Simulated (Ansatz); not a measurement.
A nudged elastic band was laid between two geometries of CH$_{6}$AlN (9 atoms, charge 0, multiplicity 1).

Method: RKS BHLYP-D4/def2-mTZVP in Ansatz 0.2.0.

| Item | Value |
| --- | --- |
| movable images | 7 |
| climbing image | yes |
| spring | 5.0 eV/Å² |
| optimiser | quadratic models (default) |
| start path | through a guess of the saddle point |
| force threshold | 0.03 eV/Å |
| iteration limit | 60 |
| end points | relaxed |

Image 0:

```xyz
9
Properties=species:S:1:pos:R:3
Al 0.141 -0.222 0.472
H -0.279 -0.723 1.905
C 1.986 0.118 -0.057
H 2.587 -0.787 -0.014
H 2.065 0.508 -1.066
H 2.468 0.833 0.604
N -1.164 0.035 -0.689
H -2.136 -0.117 -0.496
H -1.051 0.355 -1.633
```

Image 8:

```xyz
9
Properties=species:S:1:pos:R:3
Al -1.630 -0.399 0.958
H 1.818 -0.028 1.367
C 2.066 0.122 0.325
H 1.743 -0.736 -0.250
H 1.577 1.016 -0.038
H 3.137 0.236 0.226
N -1.410 -0.129 -0.803
H -2.148 -0.129 -1.488
H -0.537 0.048 -1.271
```

(1) What changes between the two ends?

(2) What energy profile does the band end with?

(3) What is the geometry of the highest image?

Results:

(1) Bonds broken: Al1–H2, Al1–C3. Bonds formed: H2–C3. CH6AlN becomes AlH2N + CH4.

(2) The forces met the threshold. The highest image is number 3 of 0 to 8, 3.78 eV above the first end and 3.03 eV above the last; the last end lies 0.75 eV above the first. Neighbouring images differ by up to 3.2 eV, so the band resolves the path poorly. A vibrational analysis at the climbing image gives one clearly imaginary mode, 1517i cm⁻¹: a first-order saddle point. The orbitals stay closed-shell, which can raise the energy where a bond breaks towards radicals; this wasn't checked here.

```
image  path coordinate (Å)  energy (eV)  Al1–H2 (Å)  Al1–C3 (Å)  H2–C3 (Å)
    0                 0.00         0.00        1.58        1.95       3.11
    1                 1.05         0.00        1.57        1.95       3.12
    2                 2.10         0.61        1.54        1.92       2.68
    3                 3.14         3.78        1.57        2.24       1.73
    4                 3.62         2.18        1.78        2.46       1.27
    5                 4.10         1.01        2.19        2.90       1.09
    6                 4.59         0.81        2.63        3.30       1.08
    7                 5.07         0.75        3.11        3.68       1.08
    8                 5.55         0.75        3.49        3.79       1.08
```

(3) 
```xyz
9
Properties=species:S:1:pos:R:3
Al -0.357 -0.142 0.856
H 0.989 -0.066 1.655
C 1.738 0.101 0.104
H 1.783 -0.757 -0.563
H 1.616 1.029 -0.450
H 2.660 0.152 0.667
N -1.109 -0.112 -0.736
H -2.093 -0.194 -0.906
H -0.609 -0.011 -1.601
```

The run took 12 min on 2 threads of Intel(R) Xeon(R) Processor @ 2.50GHz (Skylake/Cascade Lake), with other jobs on the host, peak memory 0.18 GiB.
